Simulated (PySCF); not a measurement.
C4H5O2 (doublet state).
Geometry (GFN2-xTB, Å), atoms numbered from 1 in this order:
```xyz
11
C4H5O2 angstrom
C     -1.911   -0.485   -0.566
C     -1.036    0.553   -0.700
C      0.248    0.585   -0.180
O      0.739   -0.466    0.530
C      1.980   -0.402    1.017
O      2.746    0.512    0.897
H     -2.894   -0.445   -0.996
H     -1.635   -1.372   -0.024
H     -1.337    1.434   -1.250
H      0.913    1.426   -0.308
H      2.191   -1.338    1.555
```

The hyperfine couplings belong to this conformer and change with its torsions.

Identity: `[CH2]/C=C\OC=O` [radical].

Computed with UKS B3LYP, pcH-1 on C H O, non-relativistic, mean-field spin-orbit, GIAO in PySCF 2.14.0. Isolated species at its GFN2-xTB geometry (one conformer only). The geometry wasn't refined by DFT: couplings that depend on bond lengths, twists or pyramidal angles can differ widely from those at the functional's own minimum. The SCF solution wasn't tested for stability. ⟨S²⟩ is 0.775 where a pure state has 0.75.

Principal values of hyperfine tensors in MHz (contact and dipolar terms together), for some of the nuclei:

```json
{"atom": "C3", "isotope": "13C", "A1": "7.32", "A2": "10.30", "A3": "168.26"}
{"atom": "C1", "isotope": "13C", "A1": "2.59", "A2": "4.34", "A3": "146.57"}
{"atom": "C2", "isotope": "13C", "A1": "-74.72", "A2": "-35.68", "A3": "-29.59"}
{"atom": "H10", "isotope": "1H", "A1": "-69.81", "A2": "-46.29", "A3": "-19.88"}
{"atom": "H7", "isotope": "1H", "A1": "-63.46", "A2": "-40.02", "A3": "-15.71"}
{"atom": "H8", "isotope": "1H", "A1": "-58.45", "A2": "-39.88", "A3": "-16.64"}
{"atom": "H11", "isotope": "1H", "A1": "-7.83", "A2": "-6.94", "A3": "-0.81"}
{"atom": "O4", "isotope": "17O", "A1": "-18.31", "A2": "3.48", "A3": "5.32"}
```

(1) Split each tensor into its isotropic and traceless parts, and turn a_iso into mT with g = 2.0027.

(2) What spin density at the nucleus of H7 lies behind its contact coupling (g_N = 5.58569)?

(3) H9 (1H, g_N = 5.58569) isn't in the table. Its spin density at the nucleus is 0.002354 bohr⁻³. What is its contact coupling?

(4) Name the largest traceless tensor T of the table and describe it.

(5) What first-order splitting does C2 cause when the field lies along A1, A2 or A3 of its tensor (g taken as isotropic, no quadrupole term)?

## Answers

(1) a_iso = (A1 + A2 + A3)/3, Ti = Ai − a_iso; 1 mT corresponds to 28.031 MHz.

| atom | a_iso (MHz) | a_iso (mT) | T1 | T2 | T3 |
| --- | --- | --- | --- | --- | --- |
| C3 | 61.96 | 2.210 | -54.64 | -51.66 | 106.30 |
| C1 | 51.17 | 1.825 | -48.58 | -46.83 | 95.41 |
| C2 | -46.66 | -1.665 | -28.06 | 10.98 | 17.08 |
| H10 | -45.33 | -1.617 | -24.48 | -0.96 | 25.44 |
| H7 | -39.73 | -1.417 | -23.73 | -0.29 | 24.02 |
| H8 | -38.32 | -1.367 | -20.13 | -1.56 | 21.69 |
| H11 | -5.19 | -0.185 | -2.64 | -1.75 | 4.38 |
| O4 | -3.17 | -0.113 | -15.14 | 6.65 | 8.49 |

(2) a_FC = (2μ0/3) gₑ μB g_N μN ρ(0)/(2S·h) = 800.24 MHz × g_N × ρ(0)/(2S), with ρ in bohr⁻³. With a_FC = -39.73 MHz and 2S = 1, ρ(0) = -0.008888 bohr⁻³. In magnitude that is 2.8 % of the 1/π = 0.318 of a free hydrogen atom.

(3) By the same relation, a_FC = 10.52 MHz. Its full tensor has the principal values 5.49, 8.87, 17.21 MHz.

(4) C3: -54.6, -51.7, 106.3 MHz, nearly axial, close to the ratio −1:−1:+2, the form that spin in one p orbital centred on that nucleus gives.

(5) 2 lines (I = 1/2), spaced by |A_i|/(g × 13.996): 2.67, 1.27, 1.06 mT along the axes of A1, A2 and A3.
